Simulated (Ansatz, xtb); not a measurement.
# Relative energy of two isomers of CHF3S

Structure X is `FSC(F)F`, a singlet and structure Y is `FC(F)(F)S`, a singlet. Both are isolated molecules in the gas phase, relaxed with B3LYP-D3(BJ)/def2-SVP, each in the lowest conformer that the search found.

Problem. Which of the two would you expect CCSD(T)/def2-SVP + ΔMP2/def2-TZVPP electronic energies to favour?

Solution. Structure Y; the calculation gives E(Y) − E(X) = −116.6 kJ/mol.

Level by level:

```csv
level,geometry,E(Y) − E(X) (kJ/mol),departure from the last row (kJ/mol),"job, with rough time for the two"
GFN2-xTB,GFN2-xTB,−45.7,+70.9,"optimisation, 0.45 s"
HF/STO-3G,GFN2-xTB,−114.5,+2.1,"single point, 1.2 s"
r2SCAN-D4/def2-SVP,GFN2-xTB,−157.6,−41.0,"single point, 8.4 s"
B3LYP-D3(BJ)/def2-SVP,B3LYP-D3(BJ)/def2-SVP,−139.9,−23.2,"optimisation, 94 s"
HF/def2-SVP,B3LYP-D3(BJ)/def2-SVP,−155.3,−38.7,part of the CCSD(T) run
MP2/def2-SVP,B3LYP-D3(BJ)/def2-SVP,−158.1,−41.4,part of the CCSD(T) run
CCSD(T)/def2-SVP,B3LYP-D3(BJ)/def2-SVP,−151.9,−35.3,single point
CCSD(T)/def2-SVP + ΔMP2/def2-TZVPP,B3LYP-D3(BJ)/def2-SVP,−116.6,,"single point, 46 s"
```

As drawn, Y has 1 C–F, 1 S–H in place of 1 F–S, 1 C–H.

The levels shown agree on the order. The largest departure from CCSD(T)/def2-SVP + ΔMP2/def2-TZVPP is that of GFN2-xTB, 70.9 kJ/mol. The last row adds to CCSD(T) the change of the MP2 difference between the two basis sets, here +35.3 kJ/mol, a large step that makes the value less sure.

With harmonic frequencies from B3LYP-D3(BJ)/def2-SVP (ideal gas, rigid rotor, one conformer each, 298.15 K, 1 atm): the zero-point term adds −5.1 kJ/mol; ΔH is −122.4 and ΔG −118.8 kJ/mol.

The correlated steps freeze 9 core orbitals. Mirror images aren't counted in ΔG. Programs: Ansatz 0.2.0, xtb 6.7.1; the last row on 1 thread of AMD EPYC (Zen 3) on a shared host.
